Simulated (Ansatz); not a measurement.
Species: methyl ethyl ether, C₃H₈O, net charge 0, singlet state. SMILES: CCOC
Structure (B3LYP-D3(BJ)/def2-TZVP (Ansatz, a first-principles code) minimum search):
```
C
H 1 1.0999
H 1 1.0999 2 107.18
O 1 1.4156 2 109.77 3 119.17
C 4 1.4088 1 112.87 2 -58.78
H 5 1.0890 4 107.48 1 180.00
H 5 1.0982 6 109.00 4 120.97
H 5 1.0982 6 109.00 7 118.06
C 1 1.5130 2 110.66 3 -120.74
H 9 1.0908 1 110.53 2 179.36
H 9 1.0908 10 108.33 1 -121.24
H 9 1.0915 10 108.52 11 -117.64
```

Quantity: size of the dipole moment, in D. Terms: 6-311+G** with 5d; 6-31G* and kin with 6d, 5d where marked; dispersion terms only where a functional's name holds one; non-relativistic; no spin-orbit coupling; LANL2DZ all-electron up to Ne. First-principles rows: single points at B3LYP-D3(BJ) geometries (Ansatz).

Measured values: NIST CCCBDB, as tabulated in the package chemicals; dipoles are vibrational averages and may belong to another conformer or a mix. 

Value to compare with, the measured value: 1.23 D.

```tsv
level	program	size of the dipole moment (D)	error
B3LYP/STO-3G	Ansatz	1.03	-0.20
B3LYP/3-21G	Ansatz	1.27	0.04
B3LYP/LANL2DZ	Ansatz	1.70	0.47
B3LYP/6-31G	Ansatz	1.46	0.23
B3LYP/6-31G*	Ansatz	1.15	-0.08
B3LYP/6-31+G*	Ansatz	1.34	0.11
B3LYP/6-31G**	Ansatz	1.14	-0.09
B3LYP/def2-SVP	Ansatz	1.17	-0.06
B3LYP/cc-pVDZ	Ansatz	1.07	-0.16
B3LYP/6-311+G**	Ansatz	1.33	0.10
```

Among the 10 habitual levels, B3LYP/LANL2DZ lies farthest from the measured value (0.47 D); 5 of 10 lie above it, and their mean absolute error is 0.15 D, the median 0.11. One case shows no general order.

The sets are all those run for this method; runs whose electronic state is in doubt are left out.
